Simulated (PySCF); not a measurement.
Compound: ClH₄PSi.
Numbering: `[PH2:1][SiH2:2][Cl:3]` (hydrogens: H4, H5 on P1; H6, H7 on Si2)

Computed with PBE0-D3(BJ)/def2-SVP geometry optimisation, gas phase in PySCF 2.14.0.

Q: List the bond lengths and angles at this level.

A: 
```
          bond  length (Å)
        P1–Si2       2.257
       Si2–Cl3       2.071
  P1–H4, P1–H5       1.431
Si2–H6, Si2–H7       1.491
```

Bonds in one row agree within 0.01 Å and their mean is given. A selection of angles:
```
     angle  degrees
 Si2–P1–H4     93.0
 Si2–P1–H5     91.6
  H4–P1–H5     93.5
P1–Si2–Cl3    108.3
 P1–Si2–H6    108.6
 P1–Si2–H7    113.9
Cl3–Si2–H6    108.6
Cl3–Si2–H7    107.7
 H6–Si2–H7    109.6
```

Si2 (chlorine-bound silicon) is distorted tetrahedral (angles from 107.7° to 113.9°). P1 (three-coordinate phosphorus) is pyramidal (angles 93.5°, 93.0° and 91.6°, sum 278.1°, 0.88 Å off the plane of its three neighbours).

PBE0-D3(BJ)/def2-SVP frequencies: not computed here. The numbers are those of one conformer (H–P1–Si2–Cl3 -76° and -169°).

On one thread, AMD EPYC 7R43 (x86_64), no GPU (shared host), this took 16 s wall and 0.33 GiB of memory at its peak. These figures are those of the optimisation.
